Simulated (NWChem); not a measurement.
**One shape, several levels: C5H8 (isoprene)**

We compute a comparison of 4 runs (B3LYP/cc-pVDZ, M06-2X/cc-pVDZ, PBE/cc-pVDZ, PBE0/cc-pVDZ) of C5H8 (isoprene). 

Program for the calculation: NWChem 7.3.0.

**1. The molecule**

The species is C5H8 (13 atoms), meant as a singlet with charge 0. SMILES: `C=CC(=C)C`. The shape is that of a PBE0-D4/def2-TZVP optimisation. This is one conformer, not always the lowest.

Bond lengths: C1–C2 1.332 Å, C2–C3 1.459 Å, C3–C4 1.336 Å, C3–C5 1.496 Å, C1–H6 1.083 Å, C1–H7 1.084 Å, C2–H8 1.088 Å, C4–H9 1.085 Å, C4–H10 1.084 Å, C5–H11 1.090 Å, C5–H12 1.094 Å, C5–H13 1.094 Å. Some angles: C1–C2–C3 125.6°, C2–C3–C4 119.6°, C2–C3–C5 118.6°, C4–C3–C5 121.8°, C1–C2–H8 119.0°, C3–C2–H8 115.4°, C2–C1–H6 121.1°, C2–C1–H7 122.1°, C3–C4–H9 121.2°, C3–C4–H10 121.7°.

**2. Energy and gradient at B3LYP/cc-pVDZ (run 1)**

Input file geom.nw:

```
START geom
memory 2200 mb

GEOMETRY noautosym nocenter noautoz
  C    -1.944730    0.066680   -0.417780
  C    -0.970180    0.497500    0.381270
  C     0.437750    0.129440    0.277840
  C     1.318130    0.634550    1.146700
  C     0.854270   -0.810460   -0.808650
  H    -2.969230    0.387880   -0.274660
  H    -1.757170   -0.617240   -1.237820
  H    -1.215330    1.183400    1.188850
  H     1.005270    1.315640    1.930610
  H     2.371510    0.383350    1.100100
  H     1.926500   -1.002680   -0.769950
  H     0.613330   -0.401390   -1.794270
  H     0.329890   -1.766670   -0.722260
END

BASIS spherical bse
  * library cc-pVDZ
END

DFT
  xc b3lyp
  grid fine
  convergence energy 1e-08
  iterations 100
  mulliken
  print medium
END

TASK dft gradient
```

Launch:

```
$ nwchem geom.nw > geom.out
```

The program printed:

```text
[...]
          Wavefunction type:  closed shell.
          No. of atoms     :    13
          No. of electrons :    38
[...]
          Charge           :     0
          Spin multiplicity:     1
[...]
          AO basis - number of functions:   110
[...]
              XC Information
              --------------
                         B3LYP Method XC Potential
                     Hartree-Fock (Exact) Exchange  0.200
                        Slater Exchange Functional  0.800 local
                    Becke 1988 Exchange Functional  0.720 non-local
              Lee-Yang-Parr Correlation Functional  0.810
                  VWN I RPA Correlation Functional  0.190 local
[...]
 d= 0,ls=0.0,diis     1   -195.2712196574 -3.56D+02  7.24D-03  3.88D-01     6.6
[...]
 d= 0,ls=0.0,diis    10   -195.3181597068 -5.27D-09  2.31D-07  6.20D-10    53.1
         Total DFT energy =     -195.318159706802
      One electron energy =     -580.017186940043
           Coulomb energy =      253.655951686224
    Exchange-Corr. energy =      -30.109761691007
 Nuclear repulsion energy =      161.152837238024
[...]
      Total Density - Mulliken Population Analysis
     ---------------------------------------------
    Atom       Charge   Shell Charges
 -----------   ------   -------------------------------------------------------
    1 C    6     5.97   2.01  0.67  0.34  2.07  0.83  0.04
    2 C    6     6.01   2.01  0.68  0.44  2.09  0.73  0.07
    3 C    6     6.19   2.01  0.68  0.47  2.09  0.85  0.09
    4 C    6     5.94   2.01  0.67  0.33  2.07  0.81  0.04
    5 C    6     5.94   2.01  0.67  0.25  2.14  0.82  0.05
    6 H    1     0.99   0.76  0.20  0.03
    7 H    1     1.00   0.76  0.21  0.03
    8 H    1     1.04   0.77  0.24  0.03
    9 H    1     1.00   0.76  0.21  0.03
   10 H    1     1.00   0.76  0.21  0.03
[...]
  wavefunction    = closed shell
                         DFT ENERGY GRADIENTS
    atom               coordinates                        gradient
                 x          y          z           x          y          z
   1 C      -3.675007   0.126007  -0.789490    0.005422   0.001959   0.003890
   2 C      -1.833374   0.940139   0.720496   -0.003132  -0.001806  -0.003092
   3 C       0.827228   0.244606   0.525041    0.003028   0.001449   0.002632
   4 C       2.490905   1.199126   2.166949   -0.004875  -0.002536  -0.004508
   5 C       1.614336  -1.531547  -1.528127   -0.000642   0.000036  -0.000131
   6 H      -5.611031   0.732987  -0.519032    0.006123  -0.001797  -0.000695
   7 H      -3.320570  -1.166414  -2.339141   -0.000499   0.003669   0.004533
   8 H      -2.296641   2.236302   2.246601    0.001336  -0.003712  -0.004373
   9 H       1.899685   2.486199   3.648324    0.001479  -0.003876  -0.004537
  10 H       4.481504   0.724426   2.078888   -0.005966   0.001274   0.000077
  11 H       3.640557  -1.894790  -1.454995   -0.006112   0.001536   0.000361
[...]
```

It took 64 s on 1 thread of AMD EPYC 7R43 (Zen 3), shared host; peak memory 0.12 GiB.

**3. Energy and forces at M06-2X/cc-pVDZ (run 2)**

Input file run.py:

```python
from ase import Atoms
from ase.calculators.nwchem import NWChem

system = Atoms(['C', 'C', 'C', 'C', 'C', 'H', 'H', 'H', 'H', 'H', 'H', 'H', 'H'], positions=[
    [-1.944730, 0.066680, -0.417780],
    [-0.970180, 0.497500, 0.381270],
    [0.437750, 0.129440, 0.277840],
    [1.318130, 0.634550, 1.146700],
    [0.854270, -0.810460, -0.808650],
    [-2.969230, 0.387880, -0.274660],
    [-1.757170, -0.617240, -1.237820],
    [-1.215330, 1.183400, 1.188850],
    [1.005270, 1.315640, 1.930610],
    [2.371510, 0.383350, 1.100100],
    [1.926500, -1.002680, -0.769950],
    [0.613330, -0.401390, -1.794270],
    [0.329890, -1.766670, -0.722260],
])

calc = NWChem(
    label='c5h8',
    theory='dft',
    memory='2200 mb',
    basis='cc-pVDZ',
    basispar='spherical bse',
    dft={'xc': 'm06-2x', 'mult': '1', 'grid': 'fine', 'convergence': 'energy 1e-08', 'iterations': '100', 'mulliken': None},
)
system.calc = calc

forces = system.get_forces()
e = system.get_potential_energy()
print(f"E = {e:.6f} eV")
print("forces (eV/A):")
for s, f in zip(system.symbols, forces):
    print(f"{s:2s} {f[0]:10.5f} {f[1]:10.5f} {f[2]:10.5f}")
print("dipole (e A):", system.get_dipole_moment().round(4))
```

Launch:

```
$ export ASE_NWCHEM_COMMAND="nwchem PREFIX.nwi > PREFIX.nwo"
$ python run.py
```

The program printed:

```text
E = -5312.175866 eV
forces (eV/A):
C    -0.06505   -0.04345   -0.07199
C    -0.12367    0.08315    0.07292
C     0.16738   -0.06932   -0.04515
C     0.05708    0.03697    0.06309
C    -0.01090   -0.02139   -0.03018
H    -0.24888    0.09014    0.04993
H     0.07328   -0.18054   -0.21062
H    -0.05811    0.15884    0.18692
H    -0.10125    0.17010    0.18964
H     0.25572   -0.07821   -0.03327
H     0.24482   -0.04263    0.00941
H    -0.06397    0.10068   -0.21047
H    -0.12655   -0.20425    0.02972
dipole (e A): [ 0.0152 -0.0337 -0.0391]
```

The calculator wrote c5h8.nwi:

```
title "c5h8"

permanent_dir c5h8

scratch_dir c5h8

start c5h8

geometry units angstrom nocenter noautosym noautoz
  C  -1.9447300000000001e+00 6.6680000000000003e-02 -4.1777999999999998e-01
  C  -9.7018000000000004e-01 4.9750000000000000e-01 3.8127000000000000e-01
  C  4.3774999999999997e-01 1.2944000000000000e-01 2.7783999999999998e-01
  C  1.3181300000000000e+00 6.3454999999999995e-01 1.1467000000000001e+00
  C  8.5426999999999997e-01 -8.1045999999999996e-01 -8.0864999999999998e-01
  H  -2.9692300000000000e+00 3.8788000000000000e-01 -2.7466000000000002e-01
  H  -1.7571699999999999e+00 -6.1724000000000001e-01 -1.2378199999999999e+00
  H  -1.2153300000000000e+00 1.1834000000000000e+00 1.1888500000000000e+00
  H  1.0052700000000001e+00 1.3156399999999999e+00 1.9306099999999999e+00
  H  2.3715099999999998e+00 3.8335000000000002e-01 1.1001000000000001e+00
  H  1.9265000000000001e+00 -1.0026800000000000e+00 -7.6995000000000002e-01
  H  6.1333000000000004e-01 -4.0139000000000002e-01 -1.7942700000000000e+00
  H  3.2989000000000002e-01 -1.7666700000000000e+00 -7.2226000000000001e-01
end

memory 2200 mb

basis spherical bse noprint
   * library cc-pVDZ
end

dft
  xc m06-2x
  mult 1
  grid fine
  convergence energy 1e-08
  iterations 100
  mulliken
end

task dft gradient
```

c5h8.nwo, cut to the lines that bear on the results:

```text
[...]
         Total DFT energy =     -195.218863927724
[...]
  wavefunction    = closed shell
                         DFT ENERGY GRADIENTS
    atom               coordinates                        gradient
                 x          y          z           x          y          z
   1 C      -3.675007   0.126007  -0.789490    0.001265   0.000845   0.001400
   2 C      -1.833374   0.940139   0.720496    0.002405  -0.001617  -0.001418
   3 C       0.827228   0.244606   0.525041   -0.003255   0.001348   0.000878
[... 9 lines of this table left out ...]
  13 H       0.623402  -3.338522  -1.364873    0.002461   0.003972  -0.000578
[...]
```

Wall time 63 s (1 thread of AMD EPYC 7R43 (Zen 3), shared host); peak memory 0.12 GiB.

Run 3 isn't shown in full; the table further down has it.

**4. Energy and gradient at PBE0/cc-pVDZ (run 4)**

Input file c5h8.nw:

```
start c5h8
title "C5H8"
memory 2200 mb
geometry units atomic noautosym nocenter noautoz
   C   -3.67500709   0.12600694  -0.78948978
   C   -1.83337449   0.94013875   0.72049588
   C    0.82722761   0.24460615   0.52504151
   C    2.49090470   1.19912571   2.16694895
   C    1.61433634  -1.53154743  -1.52812703
   H   -5.61103150   0.73298697  -0.51903218
   H   -3.32057005  -1.16641455  -2.33914079
   H   -2.29664085   2.23630190   2.24660090
   H    1.89968498   2.48619928   3.64832415
   H    4.48150440   0.72442651   2.07888771
   H    3.64055738  -1.89479059  -1.45499463
   H    1.15902572  -0.75851717  -3.39067889
   H    0.62340175  -3.33852245  -1.36487359
end
basis "ao basis" spherical bse
   * library cc-pVDZ
end
dft
   xc pbe0
   grid fine
   convergence energy 1e-08
   iterations 100
   mulliken
end
task dft gradient
```

Launch:

```
$ nwchem c5h8.nw > c5h8.out
```

The program printed, cut to the lines that bear on the results:

```text
[...]
          Wavefunction type:  closed shell.
          No. of atoms     :    13
          No. of electrons :    38
[...]
          Charge           :     0
          Spin multiplicity:     1
[...]
          AO basis - number of functions:   110
[...]
              XC Information
              --------------
                         PBE0 Method XC Functional
                     Hartree-Fock (Exact) Exchange  0.250
          PerdewBurkeErnzerhof Exchange Functional  0.750
            Perdew 1991 LDA Correlation Functional  1.000 local
           PerdewBurkeErnz. Correlation Functional  1.000 non-local
[...]
 d= 0,ls=0.0,diis     1   -195.0332379646 -3.56D+02  4.69D-03  3.18D-01     6.4
[...]
 d= 0,ls=0.0,diis    10   -195.0718633687 -1.17D-09  1.58D-07  3.18D-10    52.8
         Total DFT energy =     -195.071863368651
      One electron energy =     -579.998888399945
           Coulomb energy =      253.625412743915
    Exchange-Corr. energy =      -29.851213337840
 Nuclear repulsion energy =      161.152825625218
[...]
      Total Density - Mulliken Population Analysis
     ---------------------------------------------
[...]
  wavefunction    = closed shell
                         DFT ENERGY GRADIENTS
    atom               coordinates                        gradient
                 x          y          z           x          y          z
   1 C      -3.675007   0.126007  -0.789490    0.002845   0.001083   0.002111
   2 C      -1.833374   0.940139   0.720496   -0.003850  -0.000455  -0.001561
   3 C       0.827228   0.244606   0.525042    0.002666   0.002681   0.004105
   4 C       2.490905   1.199126   2.166949   -0.002632  -0.001434  -0.002529
   5 C       1.614336  -1.531547  -1.528127    0.000694  -0.002045  -0.002422
   6 H      -5.611032   0.732987  -0.519032    0.005843  -0.001853  -0.000838
   7 H      -3.320570  -1.166415  -2.339141   -0.000906   0.003779   0.004569
   8 H      -2.296641   2.236302   2.246601    0.001255  -0.003577  -0.004222
   9 H       1.899685   2.486199   3.648324    0.001764  -0.003793  -0.004358
  10 H       4.481504   0.724427   2.078888   -0.005812   0.001429   0.000313
  11 H       3.640557  -1.894791  -1.454995   -0.005478   0.001212   0.000115
[...]
```

It took 63 s on 1 thread of AMD EPYC 7R43 (Zen 3), shared host; peak memory 0.12 GiB.

**5. Overview of the runs**

| run | level | energy (Eh) | dipole moment (D) | HOMO energy (eV) | LUMO energy (eV) | wall time |
| --- | --- | --- | --- | --- | --- | --- |
| 1 | B3LYP/cc-pVDZ | -195.318160 | 0.27 | -6.35 | -0.71 | 64 s |
| 2 | M06-2X/cc-pVDZ | -195.218864 | 0.26 | -7.69 | 0.35 | 63 s |
| 3 | PBE/cc-pVDZ | -195.037482 | 0.30 | -5.57 | -1.49 | 69 s |
| 4 | PBE0/cc-pVDZ | -195.071863 | 0.28 | -6.59 | -0.54 | 63 s |

**6. Results**

| quantity | value |
| --- | --- |
| run 4: total energy | -195.07186 Eh |
| run 4: dipole moment | 0.28 D |
| run 4: HOMO energy | -6.59 eV |
| run 4: LUMO energy | -0.54 eV |
| run 4: HOMO–LUMO gap | 6.05 eV |
| run 4: largest force on an atom | 0.318 eV/Å |

What this shows: The dipole moment (its size) runs from 0.26 D (M06-2X/cc-pVDZ) to 0.30 D (PBE/cc-pVDZ). The HOMO–LUMO gap runs from 4.09 eV (PBE/cc-pVDZ) to 8.05 eV (M06-2X/cc-pVDZ). Totals of different functionals can't be ranked against each other. All runs together took 4.3 min, the longest 69 s.
